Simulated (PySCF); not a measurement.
DMSO (C2H6OS), SMILES CS(C)=O.

Coordinates come from a B3LYP-D3(BJ)/def2-SVP optimisation.

Level of theory: PBE/def2-TZVP (PySCF).

Symmetry labels are those of the subgroup Cs that the program uses (full group Cs).

**Question.** List the valence orbital energies around the gap with their symmetry. (The exact figures need the calculation; the answer reports its results.)

**Answer.** 
```
orbital  symmetry  energy (eV)
-------  --------  -----------
HOMO−7         A"       -11.18
HOMO−6         A'       -11.16
HOMO−5         A"       -10.33
HOMO−4         A'        -9.76
HOMO−3         A"        -9.46
HOMO−2         A'        -8.51
HOMO−1         A"        -6.33
HOMO           A'        -5.33
LUMO           A"        -0.16
LUMO+1         A'        -0.12
LUMO+2         A'         0.26
LUMO+3         A'         0.87
```
